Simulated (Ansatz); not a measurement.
## GeAs⁺, triplet in cc-pVDZ: errors against UCCSDT(Q)

Geometry: that of the GeAs⁺, singlet, kept fixed.

```xyz
2

Ge    0.0000    0.0000    0.0000
As    0.0000    0.0000    2.4161
```

Basis cc-pVDZ; Ansatz 0.2.0. Correlated methods freeze the noble-gas cores and the filled d shells of p-block atoms, which leaves 8 electrons in 26 orbitals. R marks a restricted (for open shells ROHF) determinant, U an unrestricted one. Active spaces: valence = (8e, 8o) chosen from the atoms' valence shells. No spin–orbit coupling is included, and no scalar relativity.

Full CI isn't at hand for all of this; UCCSDT(Q) serves as the reference, and is uncertain by about the last step of the cluster series. The frozen core follows each run's orbitals, which can shift R against U totals by a few meV for light atoms and by up to 0.1 eV past Ca.

The UHF ⟨S²⟩ is 2.015. The T1 diagnostic (RCCSD) is 0.0322, the largest doubles amplitude (RCCSD) is 0.081 and the T1 diagnostic (UCCSD) is 0.0326.

| level | E − E(RHF) (eV) |
| --- | --- |
| UHF | -0.1109 |
| UMP2 | -3.2437 |
| UCCSD | -4.0942 |
| UCCSD(T) | -4.2434 |

(1) Estimate how far UCCSDT(Q) in cc-pVDZ lies from UCCSD(T). The table doesn't fix it; the size of (T) and the diagnostics are the guide.

(1) UCCSDT(Q) in cc-pVDZ lies 50 meV below UCCSD(T), which is 33 % of the (T) step (-149 meV). T1 is raised, and the rest is a large part of (T). The miss exceeds 1 kcal/mol.

The other levels:

```tsv
level	E − E(UCCSDT(Q)) (meV)	share of correlation (%)	wall time
UCCSDT	11	99.74	–
```

The correlation energy at UCCSDT(Q), counted from RHF, is -4.293 eV. That run took 55 s on 1 thread of Arm Neoverse V1, shared host.

Run but not shown, since their state or frozen core can't be matched to the reference's or they repeat it: RHF, RMP2, CISD, RCCSD, RCCSD(T), BCCD(T), RCCSDT, RCCSDT(Q), CASSCF (valence space), NEVPT2 (valence space), NEVPT4(SD) (valence space), MRCISD (valence space), MRCISD+Q (valence space).

Times hold each run's SCF and search for its determinant on a shared host, so for small cases they say little of a method's own cost; they ran on 1 thread of Arm Neoverse V1.

Natural occupations of CASSCF (valence space) about the gap: 1.988 1.967 1.923 0.991 0.991 0.047 0.046 0.046; effectively unpaired electrons, Σ n²(2−n)², 2.05.
